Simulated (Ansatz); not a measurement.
A made-up structure of CH5ClSi, closed shell:

```
8
angstrom
Si -0.8687 0.3221 -0.1530
C 0.9262 -0.2193 0.0329
Cl 1.0490 -1.4613 1.3100
H -1.7000 -0.8469 -0.5303
H -0.9482 1.3564 -1.2207
H 0.8256 -2.0162 2.4979
H 1.5728 0.6107 0.3191
H 1.3158 -0.6554 -0.8874
```

It is relaxed with PBE-D4/def2-SVP and then PBE0-D4/def2-TZVP (Ansatz 0.2.0). Atoms count as bonded within 1.22 times the sum of their covalent radii (H–H: 0.88 Å). The end point is not checked to be a true minimum.

(1) Does its bonding change? (Judge from chemistry; the calculation decides.)

## Answers

(1) The calculation gives: Yes. Formed: none; broken: C2–Cl3.

Where it ends: The first stage lowers the energy by 3.88 eV in 50 steps. It ends as a complex of CH₄Si ([CH2][SiH2]) + HCl:
```xyz
8
angstrom
Si -0.3084 0.0001 -0.3321
C 1.0621 0.3499 -1.2722
Cl 0.6317 -1.7905 2.5943
H -1.1130 -1.2250 -0.5207
H -0.8231 0.9225 0.7015
H -0.3425 -2.0948 3.3668
H 1.6399 1.2563 -1.1342
H 1.4259 -0.3285 -2.0350
```

Labels in which every atom is bracketed show which atoms are joined, not bond orders.

For scale, one of the runs: PBE0-D4/def2-TZVP relaxation, 135 basis functions, launched by `ansatz run in.yaml --threads 2 --pin off --events-out ev --progress --plain --max-ram 4352MiB`. The run took about 50 s on 2 CPU threads of an Arm Neoverse V2 (shared host).
